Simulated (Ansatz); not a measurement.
**What a trial cell of WF relaxes into**

Theory: Ansatz, DFT PBE, scalar-relativistic, plane waves, PAW. Cutoff 420 eV, Γ-centred k mesh, Gaussian smearing, no spin polarisation in the final step.

The start is a random cell of WF with space group Cmcm (No. 63), drawn with lower limits on the distances.

```yaml
crystal:
  lattice:
    - [3.41991, -3.92228, 0.00000]
    - [3.41991, 3.92228, 0.00000]
    - [0.00000, 0.00000, 4.61585]
  atoms:
    - { symbol: W, position: [0.08980, 0.42313, 0.25000] }
    - { symbol: W, position: [0.57687, 0.91020, 0.25000] }
    - { symbol: W, position: [0.91020, 0.57687, 0.75000] }
    - { symbol: W, position: [0.42313, 0.08980, 0.75000] }
    - { symbol: F, position: [0.87500, 0.12500, 0.00000] }
    - { symbol: F, position: [0.12500, 0.87500, 0.00000] }
    - { symbol: F, position: [0.87500, 0.12500, 0.50000] }
    - { symbol: F, position: [0.12500, 0.87500, 0.50000] }
```

Cell and atoms relax at zero pressure; the relaxation can't lower the symmetry of the start. After a coarse first stage the cell is made exact in the group found at 0.06 Å.

The zero of energy is the elements' standard structures at the same level (F₂ as a molecule); no fitted shifts are applied.

(1) What does it relax into?

(2) What are its volume, energy, density and gap?

Answers

(1) It keeps Cmcm (No. 63). Conventional cell: a = 10.034 Å, b = 4.516 Å, c = 4.672 Å. Around W lie 2 F at 2.12 Å; F has 2 W at 2.12 Å, 3 F at 2.24–2.26 Å and 1 F at 2.43 Å.

```xyz
8
Lattice="5.0172 -2.2582 0.0000 5.0172 2.2582 0.0000 0.0000 0.0000 4.6720" Properties=species:S:1:pos:R:3 pbc="T T T"
W     3.2522    0.7595    1.1680
W     6.7821    0.7595    1.1680
W     6.7821   -0.7595    3.5040
W     3.2522   -0.7595    3.5040
F     5.0172   -1.1284    4.6234
F     5.0172    1.1284    0.0486
F     5.0172   -1.1284    2.3846
F     5.0172    1.1284    2.2874
```

(2) The volume per atom is 13.23 Å³. The density is 12.73 g/cm³ and the energy over the elements is -0.77 eV/atom. The gap on the 10×10×8 mesh is 0 eV (a metal).

The final run used a 10×10×8 mesh on its 8-atom cell and 0.10 eV smearing. The k mesh leaves about 4 meV/atom of noise in metals. Spin–orbit coupling is left out. Symmetry constrained the relaxation, so the result can be a saddle point.

Cost: 2 runs of about 9.8 core-minutes in all, on Intel Xeon Platinum 8259CL (Skylake/Cascade Lake) (shared hosts).